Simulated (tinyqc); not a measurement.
Worked calculation (part 2 of 2): RHF in the sto-3g basis, for HF, spin multiplicity 1. Computed by tinyqc, a small Python program that keeps every step (integrals from PySCF). Command: `OMP_NUM_THREADS=1 python tinyqc.py 20373 20374 out.jsonl` (the two numbers bound the seeds that draw the settings). One thread of a shared host (Intel(R) Xeon(R) Processor @ 2.60GHz), about 0.06 s of CPU time with the checks.

Geometry (angstrom):
```
atom         x         y         z
F     0.000000  0.000000  0.000000
H     0.000000  0.000000  1.081000
```

## Iteration 4: building the Fock matrix

D after iteration 3, order 1F 1s, 1F 2s, 1F 2px, 1F 2py, 1F 2pz, 2H 1s:
$$\begin{pmatrix}
2.117764 & -0.497601 & 0.000000 & 0.000000 & 0.069194 & 0.001252 \\
-0.497601 & 2.125393 & 0.000000 & 0.000000 & -0.371641 & -0.136715 \\
0.000000 & 0.000000 & 2.000000 & 0.000000 & 0.000000 & 0.000000 \\
0.000000 & 0.000000 & 0.000000 & 2.000000 & 0.000000 & 0.000000 \\
0.069194 & -0.371641 & 0.000000 & 0.000000 & 0.955154 & 0.793156 \\
0.001252 & -0.136715 & 0.000000 & 0.000000 & 0.793156 & 0.673668
\end{pmatrix}$$

core Hamiltonian H = T + V (hartree), order 1F 1s, 1F 2s, 1F 2px, 1F 2py, 1F 2pz, 2H 1s:
$$\begin{pmatrix}
-40.514529 & -9.506168 & 0.000000 & 0.000000 & -0.010835 & -1.345512 \\
-9.506168 & -10.991686 & 0.000000 & 0.000000 & -0.133502 & -3.030631 \\
0.000000 & 0.000000 & -8.663256 & 0.000000 & 0.000000 & 0.000000 \\
0.000000 & 0.000000 & 0.000000 & -8.663256 & 0.000000 & 0.000000 \\
-0.010835 & -0.133502 & 0.000000 & 0.000000 & -8.740409 & -2.090100 \\
-1.345512 & -3.030631 & 0.000000 & 0.000000 & -2.090100 & -4.773869
\end{pmatrix}$$

Two-electron integrals (ij|kl) in chemists' order, unique and non-zero (hartree):
```
(11|11) 5.403501   (21|11) 0.841920   (21|21) 0.156299   (22|11) 1.268028
(22|21) 0.292344   (22|22) 0.926167   (31|31) 0.027998   (32|31) 0.043169
(32|32) 0.204588   (33|11) 1.264502   (33|21) 0.292403   (33|22) 0.925959
(33|33) 0.997514   (41|41) 0.027998   (42|41) 0.043169   (42|42) 0.204588
(43|43) 0.053770   (44|11) 1.264502   (44|21) 0.292403   (44|22) 0.925959
(44|33) 0.889973   (44|44) 0.997514   (51|51) 0.027998   (52|51) 0.043169
(52|52) 0.204588   (53|53) 0.053770   (54|54) 0.053770   (55|11) 1.264502
(55|21) 0.292403   (55|22) 0.925959   (55|33) 0.889973   (55|44) 0.889973
(55|55) 0.997514   (61|11) 0.119753   (61|21) 0.022052   (61|22) 0.041010
(61|33) 0.040946   (61|44) 0.040946   (61|51) 0.000903   (61|52) 0.001697
(61|55) 0.041144   (61|61) 0.003143   (62|11) 0.311946   (62|21) 0.072922
(62|22) 0.258768   (62|33) 0.254930   (62|44) 0.254930   (62|51) 0.004976
(62|52) 0.039281   (62|55) 0.266189   (62|61) 0.010446   (62|62) 0.089980
(63|31) 0.007529   (63|32) 0.045008   (63|53) 0.008211   (63|63) 0.013160
(64|41) 0.007529   (64|42) 0.045008   (64|54) 0.008211   (64|64) 0.013160
(65|11) 0.215950   (65|21) 0.051117   (65|22) 0.194156   (65|33) 0.185927
(65|44) 0.185927   (65|51) 0.010573   (65|52) 0.072861   (65|55) 0.210390
(65|61) 0.007621   (65|62) 0.082844   (65|65) 0.088873   (66|11) 0.478268
(66|21) 0.113628   (66|22) 0.465649   (66|33) 0.450103   (66|44) 0.450103
(66|51) 0.009444   (66|52) 0.105750   (66|55) 0.496232   (66|61) 0.016369
(66|62) 0.210554   (66|65) 0.225459   (66|66) 0.774606
```

nuclear repulsion = 4.40573071 hartree

J_ij = sum D_kl (ij|kl), K_ij = sum D_kl (ik|jl); F = H + J - 0.5 K; E = tr D H + tr D J / 2 - 0.25 tr D K + E_nn.

Coulomb J (hartree), order 1F 1s, 1F 2s, 1F 2px, 1F 2py, 1F 2pz, 2H 1s:
$$\begin{pmatrix}
20.146086 & 3.835438 & 0.000000 & 0.000000 & -0.006435 & 0.541040 \\
3.835438 & 9.502215 & 0.000000 & 0.000000 & 0.029992 & 2.632185 \\
0.000000 & 0.000000 & 9.508535 & 0.000000 & 0.000000 & 0.000000 \\
0.000000 & 0.000000 & 0.000000 & 9.508535 & 0.000000 & 0.000000 \\
-0.006435 & 0.029992 & 0.000000 & 0.000000 & 9.462974 & 1.981320 \\
0.541040 & 2.632185 & 0.000000 & 0.000000 & 1.981320 & 4.908505
\end{pmatrix}$$

exchange K (hartree), order 1F 1s, 1F 2s, 1F 2px, 1F 2py, 1F 2pz, 2H 1s:
$$\begin{pmatrix}
11.074210 & 1.906666 & 0.000000 & 0.000000 & 0.003925 & 0.284975 \\
1.906666 & 3.074652 & 0.000000 & 0.000000 & -0.104053 & 0.922136 \\
0.000000 & 0.000000 & 2.614689 & 0.000000 & 0.000000 & 0.000000 \\
0.000000 & 0.000000 & 0.000000 & 2.614689 & 0.000000 & 0.000000 \\
0.003925 & -0.104053 & 0.000000 & 0.000000 & 1.992739 & 0.783653 \\
0.284975 & 0.922136 & 0.000000 & 0.000000 & 0.783653 & 1.086453
\end{pmatrix}$$

Fock matrix F (hartree), order 1F 1s, 1F 2s, 1F 2px, 1F 2py, 1F 2pz, 2H 1s:
$$\begin{pmatrix}
-25.905547 & -6.624063 & 0.000000 & 0.000000 & -0.019233 & -0.946959 \\
-6.624063 & -3.026797 & 0.000000 & 0.000000 & -0.051483 & -0.859514 \\
0.000000 & 0.000000 & -0.462065 & 0.000000 & 0.000000 & 0.000000 \\
0.000000 & 0.000000 & 0.000000 & -0.462065 & 0.000000 & 0.000000 \\
-0.019233 & -0.051483 & 0.000000 & 0.000000 & -0.273804 & -0.500607 \\
-0.946959 & -0.859514 & 0.000000 & 0.000000 & -0.500607 & -0.408591
\end{pmatrix}$$

total energy of this density = -98.55672196 hartree

## Iteration 4: DIIS over 4 matrices

error matrix X^T (FDS - SDF) X:
$$\begin{pmatrix}
0.000000 & -0.000087 & 0.000000 & 0.000000 & -0.000474 & 0.000565 \\
0.000087 & 0.000000 & 0.000000 & 0.000000 & 0.001609 & -0.001955 \\
0.000000 & 0.000000 & 0.000000 & 0.000000 & 0.000000 & 0.000000 \\
0.000000 & 0.000000 & 0.000000 & 0.000000 & 0.000000 & 0.000000 \\
0.000474 & -0.001609 & 0.000000 & 0.000000 & 0.000000 & -0.000209 \\
-0.000565 & 0.001955 & 0.000000 & 0.000000 & 0.000209 & 0.000000
\end{pmatrix}$$

B (overlaps of the stored error matrices):
$$\begin{pmatrix}
1.0622811e+00 & 2.0701607e-01 & 9.0142946e-03 & 1.8021082e-03 \\
2.0701607e-01 & 6.1742578e-02 & 3.8929579e-03 & 6.7895046e-04 \\
9.0142946e-03 & 3.8929579e-03 & 1.1075341e-03 & 1.1760638e-04 \\
1.8021082e-03 & 6.7895046e-04 & 1.1760638e-04 & 1.4007970e-05
\end{pmatrix}$$

Minimise |sum c_i e_i|^2 with sum c_i = 1: solve [B -1; -1 0][c; lambda] = [0; -1] with B_ij = tr e_i^T e_j, and take F = sum c_i F_i.

DIIS coefficients: [0.000391, -0.007509, -0.093668, 1.100786]

extrapolated F (hartree), order 1F 1s, 1F 2s, 1F 2px, 1F 2py, 1F 2pz, 2H 1s:
$$\begin{pmatrix}
-25.905324 & -6.623997 & 0.000000 & 0.000000 & -0.019143 & -0.946953 \\
-6.623997 & -3.026838 & 0.000000 & 0.000000 & -0.051600 & -0.859291 \\
0.000000 & 0.000000 & -0.461997 & 0.000000 & 0.000000 & 0.000000 \\
0.000000 & 0.000000 & 0.000000 & -0.461997 & 0.000000 & 0.000000 \\
-0.019143 & -0.051600 & 0.000000 & 0.000000 & -0.273574 & -0.500570 \\
-0.946953 & -0.859291 & 0.000000 & 0.000000 & -0.500570 & -0.408302
\end{pmatrix}$$

## Iteration 4: diagonalisation and new density

X, order 1F 1s, 1F 2s, 1F 2px, 1F 2py, 1F 2pz, 2H 1s:
$$\begin{pmatrix}
1.022913 & -0.129429 & 0.000000 & 0.000000 & -0.004894 & 0.018165 \\
-0.129429 & 1.078030 & 0.000000 & 0.000000 & 0.045581 & -0.204119 \\
0.000000 & 0.000000 & 1.000000 & 0.000000 & 0.000000 & 0.000000 \\
0.000000 & 0.000000 & 0.000000 & 1.000000 & 0.000000 & 0.000000 \\
-0.004894 & 0.045581 & 0.000000 & 0.000000 & 1.037191 & -0.167190 \\
0.018165 & -0.204119 & 0.000000 & 0.000000 & -0.167190 & 1.091179
\end{pmatrix}$$

Diagonalise F' = X^T F X, C = X C', fill 5 alpha and 5 beta electrons from the bottom; D = 2 C_occ C_occ^T. Each column has its largest component positive (the first on a tie).

F' = X^T F X (hartree):
$$\begin{pmatrix}
-25.433909 & -3.402661 & 0.000000 & 0.000000 & -0.043369 & -0.097441 \\
-3.402661 & -1.788110 & 0.000000 & 0.000000 & 0.078011 & -0.426724 \\
0.000000 & 0.000000 & -0.461997 & 0.000000 & 0.000000 & 0.000000 \\
0.000000 & 0.000000 & 0.000000 & -0.461997 & 0.000000 & 0.000000 \\
-0.043369 & 0.078011 & 0.000000 & 0.000000 & -0.129200 & -0.493416 \\
-0.097441 & -0.426724 & 0.000000 & 0.000000 & -0.493416 & -0.054862
\end{pmatrix}$$

orbital energies (hartree): MO1 -25.914807, MO2 -1.432974, MO3 -0.534475, MO4 -0.461997, MO5 -0.461997, MO6 0.476175

coefficients C, order 1F 1s, 1F 2s, 1F 2px, 1F 2py, 1F 2pz, 2H 1s:
$$\begin{pmatrix}
0.994872 & -0.254786 & 0.065039 & 0.000000 & 0.000000 & 0.067394 \\
0.021322 & 0.974356 & -0.337078 & 0.000000 & 0.000000 & -0.398996 \\
0.000000 & 0.000000 & 0.000000 & -0.477594 & 0.878581 & 0.000000 \\
0.000000 & 0.000000 & 0.000000 & 0.878581 & 0.477594 & 0.000000 \\
0.001920 & 0.048370 & 0.689190 & 0.000000 & 0.000000 & -0.792775 \\
-0.004150 & 0.125076 & 0.566816 & 0.000000 & 0.000000 & 0.961082
\end{pmatrix}$$

D after iteration 4, order 1F 1s, 1F 2s, 1F 2px, 1F 2py, 1F 2pz, 2H 1s:
$$\begin{pmatrix}
2.117831 & -0.497927 & 0.000000 & 0.000000 & 0.068821 & 0.001738 \\
-0.497927 & 2.126892 & 0.000000 & 0.000000 & -0.370280 & -0.138563 \\
0.000000 & 0.000000 & 2.000000 & 0.000000 & 0.000000 & 0.000000 \\
0.000000 & 0.000000 & 0.000000 & 2.000000 & 0.000000 & 0.000000 \\
0.068821 & -0.370280 & 0.000000 & 0.000000 & 0.954653 & 0.793372 \\
0.001738 & -0.138563 & 0.000000 & 0.000000 & 0.793372 & 0.673882
\end{pmatrix}$$

Within a degenerate level the vectors are fixed only up to a rotation; this is one choice.

## Iteration 6 (converged): orbitals

converged F (hartree), order 1F 1s, 1F 2s, 1F 2px, 1F 2py, 1F 2pz, 2H 1s:
$$\begin{pmatrix}
-25.905338 & -6.624000 & 0.000000 & 0.000000 & -0.019145 & -0.946954 \\
-6.624000 & -3.026837 & 0.000000 & 0.000000 & -0.051599 & -0.859291 \\
0.000000 & 0.000000 & -0.462003 & 0.000000 & 0.000000 & 0.000000 \\
0.000000 & 0.000000 & 0.000000 & -0.462003 & 0.000000 & 0.000000 \\
-0.019145 & -0.051599 & 0.000000 & 0.000000 & -0.273584 & -0.500576 \\
-0.946954 & -0.859291 & 0.000000 & 0.000000 & -0.500576 & -0.408304
\end{pmatrix}$$

As before.

F' = X^T F X (hartree):
$$\begin{pmatrix}
-25.433923 & -3.402663 & 0.000000 & 0.000000 & -0.043371 & -0.097441 \\
-3.402663 & -1.788109 & 0.000000 & 0.000000 & 0.078014 & -0.426724 \\
0.000000 & 0.000000 & -0.462003 & 0.000000 & 0.000000 & 0.000000 \\
0.000000 & 0.000000 & 0.000000 & -0.462003 & 0.000000 & 0.000000 \\
-0.043371 & 0.078014 & 0.000000 & 0.000000 & -0.129208 & -0.493421 \\
-0.097441 & -0.426724 & 0.000000 & 0.000000 & -0.493421 & -0.054862
\end{pmatrix}$$

orbital energies (hartree): MO1 -25.914820, MO2 -1.432973, MO3 -0.534486, MO4 -0.462003, MO5 -0.462003, MO6 0.476177

coefficients C, order 1F 1s, 1F 2s, 1F 2px, 1F 2py, 1F 2pz, 2H 1s:
$$\begin{pmatrix}
0.994872 & -0.254786 & 0.065039 & 0.000000 & 0.000000 & 0.067394 \\
0.021322 & 0.974356 & -0.337077 & 0.000000 & 0.000000 & -0.398997 \\
0.000000 & 0.000000 & 0.000000 & 0.954700 & 0.297571 & 0.000000 \\
0.000000 & 0.000000 & 0.000000 & -0.297571 & 0.954700 & 0.000000 \\
0.001920 & 0.048370 & 0.689192 & 0.000000 & 0.000000 & -0.792773 \\
-0.004150 & 0.125076 & 0.566813 & 0.000000 & 0.000000 & 0.961083
\end{pmatrix}$$

D after iteration 6, order 1F 1s, 1F 2s, 1F 2px, 1F 2py, 1F 2pz, 2H 1s:
$$\begin{pmatrix}
2.117831 & -0.497926 & 0.000000 & 0.000000 & 0.068821 & 0.001737 \\
-0.497926 & 2.126890 & 0.000000 & 0.000000 & -0.370281 & -0.138559 \\
0.000000 & 0.000000 & 2.000000 & 0.000000 & 0.000000 & 0.000000 \\
0.000000 & 0.000000 & 0.000000 & 2.000000 & 0.000000 & 0.000000 \\
0.068821 & -0.370281 & 0.000000 & 0.000000 & 0.954659 & 0.793370 \\
0.001737 & -0.138559 & 0.000000 & 0.000000 & 0.793370 & 0.673877
\end{pmatrix}$$

Within a degenerate level the vectors are fixed only up to a rotation; this is one choice.

## Convergence

Stop when the energy changes by less than 1e-08 hartree and every element of the error matrix X^T (F D S - S D F) X is below 3e-05.

Course of the cycle:
```
iteration   E (hartree)     change  largest element of the error matrix
1          -98.25994164          -                             4.48e-01
2          -98.54102601  -2.81e-01                             1.08e-01
3          -98.55655130  -1.55e-02                             1.66e-02
4          -98.55672196  -1.71e-04                             1.95e-03
5          -98.55672431  -2.35e-06                             4.57e-06
6          -98.55672431  -1.42e-11                             3.05e-07
```

PySCF RHF in the same basis = -98.55672431 hartree

Converged in 6 iterations.

## Populations, bond orders and dipole

overlap S, order 1F 1s, 1F 2s, 1F 2px, 1F 2py, 1F 2pz, 2H 1s:
$$\begin{pmatrix}
1.000000 & 0.237990 & 0.000000 & 0.000000 & 0.000000 & 0.033404 \\
0.237990 & 1.000000 & 0.000000 & 0.000000 & 0.000000 & 0.346756 \\
0.000000 & 0.000000 & 1.000000 & 0.000000 & 0.000000 & 0.000000 \\
0.000000 & 0.000000 & 0.000000 & 1.000000 & 0.000000 & 0.000000 \\
0.000000 & 0.000000 & 0.000000 & 0.000000 & 1.000000 & 0.289727 \\
0.033404 & 0.346756 & 0.000000 & 0.000000 & 0.289727 & 1.000000
\end{pmatrix}$$

Mulliken: Z minus the diagonal of D S on the atom; Loewdin: the same with S^(1/2) D S^(1/2); Mayer order: 2 sum_s sum (D(s) S)_ij (D(s) S)_ji over the two atoms.

Charges (e):
```
atom   Mulliken    Loewdin
1F    -0.144250  -0.112394
2H     0.144250   0.112394
```

Mayer bond orders:
```
pair     order
2-1   0.979192
```

dipole moment about the origin, x y z (debye): [0.000000, 0.000000, 1.143226]
